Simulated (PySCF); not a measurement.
## PH₅ + 2 O₂ → HPO₂ + 2 H₂O

Level: PBE0 in the def2-TZVP basis family, all electrons, no relativity, computed in PySCF with density fitting; open shells unrestricted.

```csv
species,state and structure,E (Eh),ZPE (kJ/mol),H(298 K) − H(0) (kJ/mol),S° (J/(mol K))
PH₅,"singlet, D3h, P–H 1.427 Å (×3), P–H 1.481 Å (×2)",-344.12888,109.9,11.2,217.5
O₂,"triplet, D∞h, O–O 1.193 Å",-150.23561,10.3,8.7,204.9
HPO₂,"singlet, C2v, P–H 1.406 Å, P–O 1.451 Å (×2); H–P–O 112.6° (×2), O–P–O 134.8°",-492.21984,43.4,11.1,251.6
H₂O,"singlet, C2v, O–H 0.960 Å (×2); H–O–H 105.1°",-76.37736,56.5,9.9,188.7
```

Question: What is the electronic reaction energy?

Answer: At PBE0/def2-TZVP, ΔE = -983.1 kJ/mol from the differences of the total energies times 2625.5, downhill. 

Question: Add zero-point, thermal and entropy terms for 298.15 K and 1 bar.

Answer: ΔZPE = 25.9 and Δ[H(298) − H(0)] = 2.3 kJ/mol give ΔH° = -954.9 kJ/mol. ΔS° = 1.7 J/(mol K), so ΔG° = -954.9 − 298.15 × (0.0017) = -955 kJ/mol.

Each species is the lowest minimum found with this bonding; other isomers or fragments can lie lower.
